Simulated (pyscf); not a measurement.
Structures and frequencies: ωB97X-D3(BJ)/def2-SVP in PySCF.

### Question
Estimate by transition-state theory the rate constant of F–SiH₂–O–SiH₃ + hydrogen chloride (HCl) -> F–SiH₂–O–SiH₂–Cl + hydrogen (H₂) (singlet surface; H–Si, Cl–H broken, Cl–Si, H–H formed) at 1200 K, with ωB97M-D3(BJ)/def2-TZVP energies (ideal gas, 1 atm, RRHO with modes under 100 cm⁻¹ raised to 100, one conformer, R ln 2 for rigid chiral ones; no tunnelling).

### Answer
The electronic barrier is 32.6 kcal/mol and the thermal terms add +44.6, so ΔG‡ = 77.2 kcal/mol. With k_BT/h = 2.50e+13 s⁻¹ and RT = 2.385 kcal/mol, and a volume of 1.64e-19 cm³ per molecule at 1 atm, k = 3.6e-20 cm³ molecule⁻¹ s⁻¹. Wigner's tunnelling factor for 900i cm⁻¹ would be 1.05. A shift of 1 kcal/mol in the barrier changes k by a factor 1.5. On the reactant side the descent ends in a complex (not fully relaxed), 4.4 kcal/mol under the separated species and 35.7 kcal/mol under the saddle at ωB97X-D3(BJ)/def2-TZVP. One saddle was located; it need not be the lowest between these sides.
